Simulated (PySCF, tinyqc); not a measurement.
RHF in the sto-3g basis, for OH-, spin multiplicity 1, step by step. The basis has no diffuse functions, so it cannot describe the extra electron: this is an exercise in the method, not the real anion. The lowest restricted solution is unstable here: a spin-polarised one lies 0.0070 hartree lower (PySCF). Computed by tinyqc, a small Python program that keeps every step (integrals from PySCF). Settings: charge = -1, multiplicity = 1, basis = sto-3g, energy threshold = 1e-09, iteration cap = 88, orthogonalisation = symmetric, start = core, DIIS depth = 0, method = RHF. Command: `OMP_NUM_THREADS=1 python tinyqc.py 23366 23367 out.jsonl` (the two numbers bound the seeds that draw the settings). One thread of a shared host (Intel(R) Xeon(R) Processor @ 2.60GHz), about 0.07 s of CPU time with the checks. Later iterations appear only in the table of the cycle.

## One-electron integrals

Geometry (angstrom):
```
atom,x,y,z
O,0.00000,0.00000,0.00000
H,0.00000,0.00000,1.62800
```

Basis sto-3g: exponents (1/bohr^2) and contraction coefficients of normalised primitives:
```
element,l (shell),exponent,coefficient
O,s (1),130.70932,0.15433
O,s (1),23.80886,0.53533
O,s (1),6.44361,0.44463
O,s (2),5.03315,-0.09997
O,s (2),1.16960,0.39951
O,s (2),0.38039,0.70012
O,p (3),5.03315,0.15592
O,p (3),1.16960,0.60768
O,p (3),0.38039,0.39196
H,s (1),3.42525,0.15433
H,s (1),0.62391,0.53533
H,s (1),0.16886,0.44463
```

Overlap, kinetic and nuclear-attraction integrals over the contracted functions; the nuclear repulsion is the sum of Za Zb / Rab.

nuclear repulsion = 2.6003794 hartree

overlap S:
```
,1O 1s,1O 2s,1O 2px,1O 2py,1O 2pz,2H 1s
1O 1s,1.00000,0.23670,0.00000,0.00000,0.00000,0.01162
1O 2s,0.23670,1.00000,0.00000,0.00000,0.00000,0.15735
1O 2px,0.00000,0.00000,1.00000,0.00000,0.00000,0.00000
1O 2py,0.00000,0.00000,0.00000,1.00000,0.00000,0.00000
1O 2pz,0.00000,0.00000,0.00000,0.00000,1.00000,0.16093
2H 1s,0.01162,0.15735,0.00000,0.00000,0.16093,1.00000
```

kinetic energy T (hartree):
```
,1O 1s,1O 2s,1O 2px,1O 2py,1O 2pz,2H 1s
1O 1s,29.00320,-0.16801,0.00000,0.00000,0.00000,-0.00321
1O 2s,-0.16801,0.80813,0.00000,0.00000,0.00000,-0.01418
1O 2px,0.00000,0.00000,2.52873,0.00000,0.00000,0.00000
1O 2py,0.00000,0.00000,0.00000,2.52873,0.00000,0.00000
1O 2pz,0.00000,0.00000,0.00000,0.00000,2.52873,0.01576
2H 1s,-0.00321,-0.01418,0.00000,0.00000,0.01576,0.76003
```

nuclear attraction V (hartree):
```
,1O 1s,1O 2s,1O 2px,1O 2py,1O 2pz,2H 1s
1O 1s,-60.94350,-7.26002,0.00000,0.00000,-0.00537,-0.36474
1O 2s,-7.26002,-9.37694,0.00000,0.00000,-0.06769,-0.99384
1O 2px,0.00000,0.00000,-9.29430,0.00000,0.00000,0.00000
1O 2py,0.00000,0.00000,0.00000,-9.29430,0.00000,0.00000
1O 2pz,-0.00537,-0.06769,0.00000,0.00000,-9.32477,-0.86320
2H 1s,-0.36474,-0.99384,0.00000,0.00000,-0.86320,-3.82100
```

core Hamiltonian H = T + V (hartree):
```
,1O 1s,1O 2s,1O 2px,1O 2py,1O 2pz,2H 1s
1O 1s,-31.94030,-7.42803,0.00000,0.00000,-0.00537,-0.36794
1O 2s,-7.42803,-8.56881,0.00000,0.00000,-0.06769,-1.00802
1O 2px,0.00000,0.00000,-6.76557,0.00000,0.00000,0.00000
1O 2py,0.00000,0.00000,0.00000,-6.76557,0.00000,0.00000
1O 2pz,-0.00537,-0.06769,0.00000,0.00000,-6.79604,-0.84744
2H 1s,-0.36794,-1.00802,0.00000,0.00000,-0.84744,-3.06097
```

## Two-electron integrals

Functions are numbered as in S; the eight-fold symmetry (ij|kl) = (ji|kl) = (kl|ij) leaves the list below.

Two-electron integrals (ij|kl) in chemists' order, unique and non-zero (hartree):
```
i,j,k,l,(ij|kl)
1,1,1,1,4.78507
2,1,1,1,0.74138
2,1,2,1,0.13687
2,2,1,1,1.11895
2,2,2,1,0.25663
2,2,2,2,0.81721
3,1,3,1,0.02448
3,2,3,1,0.03781
3,2,3,2,0.18052
3,3,1,1,1.11581
3,3,2,1,0.25668
3,3,2,2,0.81702
3,3,3,3,0.88016
4,1,4,1,0.02448
4,2,4,1,0.03781
4,2,4,2,0.18052
4,3,4,3,0.04744
4,4,1,1,1.11581
4,4,2,1,0.25668
4,4,2,2,0.81702
4,4,3,3,0.78527
4,4,4,4,0.88016
5,1,5,1,0.02448
5,2,5,1,0.03781
5,2,5,2,0.18052
5,3,5,3,0.04744
5,4,5,4,0.04744
5,5,1,1,1.11581
5,5,2,1,0.25668
5,5,2,2,0.81702
5,5,3,3,0.78527
5,5,4,4,0.78527
5,5,5,5,0.88016
6,1,1,1,0.03681
6,1,2,1,0.00674
6,1,2,2,0.01259
6,1,3,3,0.01257
6,1,4,4,0.01257
6,1,5,1,0.00028
6,1,5,2,0.00054
6,1,5,5,0.01262
6,1,6,1,0.00034
6,2,1,1,0.11291
6,2,2,1,0.02632
6,2,2,2,0.09613
6,2,3,3,0.09447
6,2,4,4,0.09447
6,2,5,1,0.00192
6,2,5,2,0.01638
6,2,5,5,0.09936
6,2,6,1,0.00132
6,2,6,2,0.01573
6,3,3,1,0.00245
6,3,3,2,0.01534
6,3,5,3,0.00321
6,3,6,3,0.00199
6,4,4,1,0.00245
6,4,4,2,0.01534
6,4,5,4,0.00321
6,4,6,4,0.00199
6,5,1,1,0.09353
6,5,2,1,0.02205
6,5,2,2,0.08616
6,5,3,3,0.08268
6,5,4,4,0.08268
6,5,5,1,0.00373
6,5,5,2,0.02819
6,5,5,5,0.09302
6,5,6,1,0.00114
6,5,6,2,0.01720
6,5,6,5,0.02059
6,6,1,1,0.32426
6,6,2,1,0.07673
6,6,2,2,0.32258
6,6,3,3,0.31369
6,6,4,4,0.31369
6,6,5,1,0.00525
6,6,5,2,0.06441
6,6,5,5,0.34019
6,6,6,1,0.00385
6,6,6,2,0.07529
6,6,6,5,0.09524
6,6,6,6,0.77461
```

## Orthogonalisation

S = U s U^T; symmetric (Loewdin) form X = U s^(-1/2) U^T, so that X^T S X = 1.

eigenvalues of S: 0.70460  0.86758  1.00000  1.00000  1.12083  1.30699

X:
```
,1O 1s,1O 2s,1O 2px,1O 2py,1O 2pz,2H 1s
1O 1s,1.02210,-0.12398,0.00000,0.00000,-0.00128,0.00891
1O 2s,-0.12398,1.03210,0.00000,0.00000,0.01014,-0.08318
1O 2px,0.00000,0.00000,1.00000,0.00000,0.00000,0.00000
1O 2py,0.00000,0.00000,0.00000,1.00000,0.00000,0.00000
1O 2pz,-0.00128,0.01014,0.00000,0.00000,1.01009,-0.08314
2H 1s,0.00891,-0.08318,0.00000,0.00000,-0.08314,1.01991
```

## Starting guess

The start is the orbitals of the core Hamiltonian; D = 2 C_occ C_occ^T.

D at the start:
```
,1O 1s,1O 2s,1O 2px,1O 2py,1O 2pz,2H 1s
1O 1s,2.11980,-0.50738,0.00000,0.00000,-0.00628,0.02629
1O 2s,-0.50738,2.14844,0.00000,0.00000,0.03315,-0.10836
1O 2px,0.00000,0.00000,2.00000,0.00000,0.00000,0.00000
1O 2py,0.00000,0.00000,0.00000,2.00000,0.00000,0.00000
1O 2pz,-0.00628,0.03315,0.00000,0.00000,2.03587,-0.14126
2H 1s,0.02629,-0.10836,0.00000,0.00000,-0.14126,0.01504
```

## Iteration 1: building the Fock matrix

J_ij = sum D_kl (ij|kl), K_ij = sum D_kl (ik|jl); F = H + J - 0.5 K; E = tr D H + tr D J / 2 - 0.25 tr D K + E_nn.

Coulomb J (hartree):
```
,1O 1s,1O 2s,1O 2px,1O 2py,1O 2pz,2H 1s
1O 1s,18.48590,3.52293,0.00000,0.00000,0.00082,0.17369
1O 2s,3.52293,8.75903,0.00000,0.00000,0.00098,0.99333
1O 2px,0.00000,0.00000,8.75127,0.00000,0.00000,0.00000
1O 2py,0.00000,0.00000,0.00000,8.75127,0.00000,0.00000
1O 2pz,0.00082,0.00098,0.00000,0.00000,8.75110,0.87486
2H 1s,0.17369,0.99333,0.00000,0.00000,0.87486,3.22272
```

exchange K (hartree):
```
,1O 1s,1O 2s,1O 2px,1O 2py,1O 2pz,2H 1s
1O 1s,9.83329,1.71258,0.00000,0.00000,0.00032,0.09069
1O 2s,1.71258,2.85119,0.00000,0.00000,0.00298,0.27811
1O 2px,0.00000,0.00000,2.34908,0.00000,0.00000,0.00000
1O 2py,0.00000,0.00000,0.00000,2.34908,0.00000,0.00000
1O 2pz,0.00032,0.00298,0.00000,0.00000,2.35114,0.18267
2H 1s,0.09069,0.27811,0.00000,0.00000,0.18267,0.05281
```

Fock matrix F (hartree):
```
,1O 1s,1O 2s,1O 2px,1O 2py,1O 2pz,2H 1s
1O 1s,-18.37105,-4.76139,0.00000,0.00000,-0.00470,-0.23960
1O 2s,-4.76139,-1.23538,0.00000,0.00000,-0.06820,-0.15375
1O 2px,0.00000,0.00000,0.81116,0.00000,0.00000,0.00000
1O 2py,0.00000,0.00000,0.00000,0.81116,0.00000,0.00000
1O 2pz,-0.00470,-0.06820,0.00000,0.00000,0.77949,-0.06391
2H 1s,-0.23960,-0.15375,0.00000,0.00000,-0.06391,0.13534
```

total energy of this density = -72.8930266 hartree

## Iteration 1: diagonalisation and new density

Diagonalise F' = X^T F X, C = X C', fill 5 alpha and 5 beta electrons from the bottom; D = 2 C_occ C_occ^T. Each column has its largest component positive (the first on a tie).

F' = X^T F X (hartree):
```
,1,2,3,4,5,6
1,-18.00810,-2.59226,0.00000,0.00000,-0.00370,0.00092
2,-2.59226,-0.35864,0.00000,0.00000,-0.04891,-0.10635
3,0.00000,0.00000,0.81116,0.00000,0.00000,0.00000
4,0.00000,0.00000,0.00000,0.81116,0.00000,0.00000
5,-0.00370,-0.04891,0.00000,0.00000,0.80576,-0.13933
6,0.00092,-0.10635,0.00000,0.00000,-0.13933,0.17486
```

orbital energies (hartree): MO1 -18.38097, MO2 -0.05137, MO3 0.21028, MO4 0.81116, MO5 0.81116, MO6 0.83594

coefficients C:
```
,MO1,MO2,MO3,MO4,MO5,MO6
1O 1s,0.99404,-0.22887,0.14007,0.00000,0.00000,0.00493
1O 2s,0.02417,0.86218,-0.58622,0.00000,0.00000,-0.00578
1O 2px,0.00000,0.00000,0.00000,0.72294,0.69091,0.00000
1O 2py,0.00000,0.00000,0.00000,-0.69091,0.72294,0.00000
1O 2pz,0.00067,0.09684,0.08514,0.00000,0.00000,1.00532
2H 1s,-0.00228,0.40853,0.89805,0.00000,0.00000,-0.28414
```

D after iteration 1:
```
,1O 1s,1O 2s,1O 2px,1O 2py,1O 2pz,2H 1s
1O 1s,2.12021,-0.51082,0.00000,0.00000,-0.01913,0.06004
1O 2s,-0.51082,2.17519,0.00000,0.00000,0.06719,-0.34857
1O 2px,0.00000,0.00000,2.00000,0.00000,0.00000,0.00000
1O 2py,0.00000,0.00000,0.00000,2.00000,0.00000,0.00000
1O 2pz,-0.01913,0.06719,0.00000,0.00000,0.03325,0.23204
2H 1s,0.06004,-0.34857,0.00000,0.00000,0.23204,1.94679
```

Within a degenerate level the vectors are fixed only up to a rotation; this is one choice.

## Iteration 2: building the Fock matrix

As before.

Coulomb J (hartree):
```
,1O 1s,1O 2s,1O 2px,1O 2py,1O 2pz,2H 1s
1O 1s,16.92260,3.16762,0.00000,0.00000,0.01480,0.15642
1O 2s,3.16762,7.78553,0.00000,0.00000,0.14992,0.94868
1O 2px,0.00000,0.00000,7.82238,0.00000,0.00000,0.00000
1O 2py,0.00000,0.00000,0.00000,7.82238,0.00000,0.00000
1O 2pz,0.01480,0.14992,0.00000,0.00000,7.68875,0.88378
2H 1s,0.15642,0.94868,0.00000,0.00000,0.88378,4.08548
```

exchange K (hartree):
```
,1O 1s,1O 2s,1O 2px,1O 2py,1O 2pz,2H 1s
1O 1s,9.78489,1.63786,0.00000,0.00000,0.00174,0.08516
1O 2s,1.63786,2.50804,0.00000,0.00000,0.09016,0.32458
1O 2px,0.00000,0.00000,2.25768,0.00000,0.00000,0.00000
1O 2py,0.00000,0.00000,0.00000,2.25768,0.00000,0.00000
1O 2pz,0.00174,0.09016,0.00000,0.00000,0.68903,0.30023
2H 1s,0.08516,0.32458,0.00000,0.00000,0.30023,1.54467
```

Fock matrix F (hartree):
```
,1O 1s,1O 2s,1O 2px,1O 2py,1O 2pz,2H 1s
1O 1s,-19.91014,-5.07934,0.00000,0.00000,0.00856,-0.25410
1O 2s,-5.07934,-2.03731,0.00000,0.00000,0.03715,-0.22163
1O 2px,0.00000,0.00000,-0.07203,0.00000,0.00000,0.00000
1O 2py,0.00000,0.00000,0.00000,-0.07203,0.00000,0.00000
1O 2pz,0.00856,0.03715,0.00000,0.00000,0.54819,-0.11378
2H 1s,-0.25410,-0.22163,0.00000,0.00000,-0.11378,0.25217
```

total energy of this density = -73.8597770 hartree

## Iteration 2: diagonalisation and new density

As before.

F' = X^T F X (hartree):
```
,1,2,3,4,5,6
1,-19.54780,-2.63520,0.00000,0.00000,-0.00324,0.00063
2,-2.63520,-1.14077,0.00000,0.00000,0.05986,-0.13166
3,0.00000,0.00000,-0.07203,0.00000,0.00000,0.00000
4,0.00000,0.00000,0.00000,-0.07203,0.00000,0.00000
5,-0.00324,0.05986,0.00000,0.00000,0.58111,-0.19086
6,0.00063,-0.13166,0.00000,0.00000,-0.19086,0.31074
```

orbital energies (hartree): MO1 -19.91765, MO2 -0.78746, MO3 -0.07203, MO4 -0.07203, MO5 0.21973, MO6 0.68866

coefficients C:
```
,MO1,MO2,MO3,MO4,MO5,MO6
1O 1s,0.99495,-0.26210,0.00000,0.00000,0.02945,-0.02537
1O 2s,0.02059,1.02254,0.00000,0.00000,-0.15787,0.12920
1O 2px,0.00000,0.00000,0.99956,-0.02969,0.00000,0.00000
1O 2py,0.00000,0.00000,0.02969,0.99956,0.00000,0.00000
1O 2pz,-0.00018,-0.02710,0.00000,0.00000,0.40758,0.92760
2H 1s,-0.00183,0.03470,0.00000,0.00000,0.86001,-0.55974
```

D after iteration 2:
```
,1O 1s,1O 2s,1O 2px,1O 2py,1O 2pz,2H 1s
1O 1s,2.11897,-0.50432,0.00000,0.00000,0.03786,0.02883
1O 2s,-0.50432,2.14187,0.00000,0.00000,-0.18412,-0.20065
1O 2px,0.00000,0.00000,2.00000,0.00000,0.00000,0.00000
1O 2py,0.00000,0.00000,0.00000,2.00000,0.00000,0.00000
1O 2pz,0.03786,-0.18412,0.00000,0.00000,0.33371,0.69916
2H 1s,0.02883,-0.20065,0.00000,0.00000,0.69916,1.48164
```

Within a degenerate level the vectors are fixed only up to a rotation; this is one choice.

## Iteration 9 (converged): orbitals

converged F (hartree):
```
,1O 1s,1O 2s,1O 2px,1O 2py,1O 2pz,2H 1s
1O 1s,-19.63118,-5.02152,0.00000,0.00000,-0.00859,-0.25256
1O 2s,-5.02152,-1.88279,0.00000,0.00000,0.03903,-0.23583
1O 2px,0.00000,0.00000,0.09767,0.00000,0.00000,0.00000
1O 2py,0.00000,0.00000,0.00000,0.09767,0.00000,0.00000
1O 2pz,-0.00859,0.03903,0.00000,0.00000,0.57181,-0.19113
2H 1s,-0.25256,-0.23583,0.00000,0.00000,-0.19113,0.18244
```

As before.

F' = X^T F X (hartree):
```
,1,2,3,4,5,6
1,-19.26855,-2.62900,0.00000,0.00000,-0.02209,0.00420
2,-2.62900,-0.98448,0.00000,0.00000,0.07305,-0.15512
3,0.00000,0.00000,0.09767,0.00000,0.00000,0.00000
4,0.00000,0.00000,0.00000,0.09767,0.00000,0.00000
5,-0.02209,0.07305,0.00000,0.00000,0.61784,-0.26784
6,0.00420,-0.15512,0.00000,0.00000,-0.26784,0.25498
```

orbital energies (hartree): MO1 -19.63908, MO2 -0.64123, MO3 0.09767, MO4 0.09767, MO5 0.12613, MO6 0.77397

coefficients C:
```
,MO1,MO2,MO3,MO4,MO5,MO6
1O 1s,0.99480,-0.26046,0.00000,0.00000,0.04045,-0.03220
1O 2s,0.02120,1.01144,0.00000,0.00000,-0.20164,0.15335
1O 2px,0.00000,0.00000,0.99891,0.04660,0.00000,0.00000
1O 2py,0.00000,0.00000,-0.04660,0.99891,0.00000,0.00000
1O 2pz,0.00067,-0.02821,0.00000,0.00000,0.42148,0.92133
2H 1s,-0.00193,0.08517,0.00000,0.00000,0.84958,-0.57017
```

D after iteration 9:
```
,1O 1s,1O 2s,1O 2px,1O 2py,1O 2pz,2H 1s
1O 1s,2.11819,-0.50101,0.00000,0.00000,0.05011,0.02052
1O 2s,-0.50101,2.12822,0.00000,0.00000,-0.22702,-0.17041
1O 2px,0.00000,0.00000,2.00000,0.00000,0.00000,0.00000
1O 2py,0.00000,0.00000,0.00000,2.00000,0.00000,0.00000
1O 2pz,0.05011,-0.22702,0.00000,0.00000,0.35689,0.71135
2H 1s,0.02052,-0.17041,0.00000,0.00000,0.71135,1.45808
```

Within a degenerate level the vectors are fixed only up to a rotation; this is one choice.

## Convergence

Stop when the energy changes by less than 1e-09 hartree and every element of the error matrix X^T (F D S - S D F) X is below 9e-06.

Course of the cycle:
```
iteration,E (hartree),change,largest element of the error matrix
1,-72.8930266,-,2.92e-01
2,-73.8597770,-9.67e-01,2.52e-01
3,-73.9806080,-1.21e-01,3.97e-02
4,-73.9818166,-1.21e-03,8.20e-03
5,-73.9818641,-4.74e-05,1.85e-03
6,-73.9818663,-2.26e-06,4.05e-04
7,-73.9818664,-1.09e-07,8.92e-05
8,-73.9818664,-5.28e-09,1.96e-05
9,-73.9818664,-2.55e-10,4.31e-06
```

PySCF RHF in the same basis = -73.9818664 hartree

Converged in 9 iterations.

## Populations, bond orders and dipole

Mulliken: Z minus the diagonal of D S on the atom; Loewdin: the same with S^(1/2) D S^(1/2); Mayer order: 2 sum_s sum (D(s) S)_ij (D(s) S)_ji over the two atoms.

Charges (e):
```
atom,Mulliken,Loewdin
1O,-0.45402,-0.46028
2H,-0.54598,-0.53972
```

Mayer bond orders:
```
pair,order
2-1,0.70190
```

dipole moment about the origin, x y z (debye): 0.00000  0.00000  -3.77351
